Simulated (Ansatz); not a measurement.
# Al2+ (doublet): wave-function methods side by side, def2-TZVPP

One table from this session's results is given with a row withheld; the runs are named, their logs left out.

The runs use Ansatz 0.2.0, Gaussian basis; def2-TZVPP, core rule «outside noble gas», up to 10 orbitals frozen.

Plan: UHF; ROHF; CCSD(T) on UHF.

## What is computed

The geometry is a PBE0/def2-TZVP stationary point (not a proven minimum).

2 atoms, charge 1, spin multiplicity 2.

Atoms are counted from 1 here; the program's logs count them from 0.

No contacts short enough for the rule that draws bonds.

As a file:

```xyz
2

Al    0.0000    0.0000    0.0000
Al    0.0000    0.0000    3.2370
```

The first run:

in.yaml

```yaml
crystal:
  periodic: [false, false, false]
  atoms:
    - {symbol: Al, position_ang: [0.000000, 0.000000, 0.000000]}
    - {symbol: Al, position_ang: [0.000000, 0.000000, 3.237000]}
basis:
  gaussian: {orbitals: def2-TZVPP}
total_charge: 1
magnetization: {spin_polarized: true, initial_magnetization: 1}
hamiltonian: {xc: hf}
output: {orbitals: {seedname: orbitals}}
```

Started as:

```bash
> ansatz run in.yaml --threads 1 --pin off --events-out ev --progress --plain --max-ram 4096MiB --backend cpu
```

Steps of the session up to this table: UHF; ROHF; CCSD(T) on UHF.

One table of the session follows, with a row left open; its other results are not shown here.

```
  method  from UCCSD(T) (kcal/mol)
    ROHF                         ?
     UHF                    +61.25
    UMP2                    +18.62
   UCCSD                     +1.62
UCCSD(T)                         0
```

Q: Estimate the row for ROHF from the others.

**Answer.** from UCCSD(T) (kcal/mol): +66.01. In the column «from UCCSD(T) (kcal/mol)» it is the highest.
